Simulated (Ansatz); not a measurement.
**CuN₂⁺, singlet: reading a ladder of total energies**

Geometry: a PBE0/def2-TZVP stationary point for this spin, not checked as a minimum.

```xyz
3

Cu    0.0000    0.0000    1.6488
N     0.0000    0.0000   -0.2799
N     0.0000    0.0000   -1.3689
```

Basis def2-SVP; Ansatz 0.2.0. Correlated methods freeze the noble-gas cores, which leaves 20 electrons in 48 orbitals. Prefix R: restricted or restricted open-shell reference. No spin–orbit coupling is included, and no scalar relativity. The metal's outer-core shells are frozen, which leaves out core–valence correlation.

Full CI isn't at hand for all of this; RCCSDT(Q) serves as the reference, and is uncertain by the last step of the cluster series or more.

RCCSD has a T1 diagnostic of 0.019 and a largest doubles amplitude of 0.07.

Runs differ by some tens of microhartree through their thresholds, so steps under 0.03 kcal/mol mean nothing.

```csv
level,total energy (hartree)
RHF,-1747.326238
RMP2,-1747.919641
RCCSD,-1747.888234
RCCSD(T),-1747.911693
RCCSDT,-1747.911141
RCCSDT(Q),-1747.911197
```

Task: What is the correlation energy at RCCSDT(Q), and what share of it do RMP2 and RCCSD recover?

Result: E(corr) = -1747.911197 − (-1747.326238) = -0.584959 hartree = -15.918 eV. RMP2: -0.593403 / -0.584959 = 101.44 %. RCCSD: -0.561996 / -0.584959 = 96.07 %.

Task: By how many kcal/mol does RCCSD(T) miss RCCSDT(Q) (1 hartree = 627.509 kcal/mol), and which steps make up the rest?

Result: -1747.911693 − (-1747.911197) = -0.000496 hartree = -0.31 kcal/mol. Steps: RCCSDT − RCCSD(T) = 0.35, RCCSDT(Q) − RCCSDT = -0.04 kcal/mol. That is within 1 kcal/mol of the reference in this basis, which itself misses far more of the correlation at the basis-set limit.
